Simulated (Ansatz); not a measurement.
`C[SiH2]P` → `[CH2]` (triplet) + `[SiH3]P`  (formal loss of a carbene)

Calculated with Ansatz (gas phase, PBE0-D4/def2-TZVP geometries, no zero-point term in ΔE). CCSD(T)/CBS adds triple-zeta CCSD(T) − MP2 to the extrapolated MP2 energy (def2 sets, frozen cores). This one scheme is used for every species. DFT in def2-TZVPP. Triplets are unrestricted, without spin–orbit coupling. One conformer a species, not always the lowest.

`C[SiH2]P`:

```xyz
10

C     0.920   -1.194    0.237
Si   -0.631   -0.150    0.151
P    -0.256    1.635   -1.181
H     0.748   -2.089    0.839
H     1.741   -0.634    0.689
H     1.231   -1.508   -0.762
H    -1.059    0.248    1.520
H    -1.743   -0.920   -0.472
H    -1.464    2.287   -0.816
H     0.513    2.325   -0.205
```

`[CH2]` (triplet):

```xyz
3

C     0.271    0.018    0.051
H    -0.181   -0.851    0.505
H    -0.090    0.833   -0.556
```

`[SiH3]P`:

Z-matrix (Å, degrees):
```
Si
P 1 2.255
H 1 1.487 2 113.9
H 1 1.486 2 108.0 3 -121.2
H 1 1.486 2 108.0 3 121.2
H 2 1.421 1 93.8 3 -46.7
H 2 1.421 1 93.8 3 47.0
```

```
          species  PBE0-D4 energy (Eh)
       `C[SiH2]P`           -672.90614
`[CH2]` (triplet)            -39.11641
        `[SiH3]P`           -633.60855
```

Problem. Work out ΔE.

Solution. ΔE = (-39.11641) + (-633.60855) − (-672.90614) = 0.18118 Eh = +4.93 eV. CCSD(T)/CBS gives +4.95 eV.

Problem. What do rigid-rotor, harmonic-oscillator terms from PBE0-D4/def2-TZVP frequencies (298.15 K, 1 bar) make of the CCSD(T)/CBS value? (Estimate.)

Solution. The calculation gave: ΔZPE = -0.32 eV, ΔH = +4.69 eV, ΔS = 157 J/(mol·K), ΔG = +4.20 eV. Open shells count their whole term as degenerate.

Largest T1 diagnostic among the species: 0.013.

Leaving LDA and LC-ωPBE aside and taking each functional with its dispersion term where it has one, the values, not all of them listed here, spread over 0.35 eV, from r2SCAN0-D4 to ωB97X-V. LDA lies +0.74 eV from PBE without D4. The D4 term adds +0.11 eV with B3LYP and +0.06 eV with PBE0; it sums over pairs of atoms, weighted by their polarisabilities, and B3LYP, whose exchange is more repulsive, gets the larger term.

B3LYP here is the variant with VWN-RPA as its local correlation; programs differ in this.
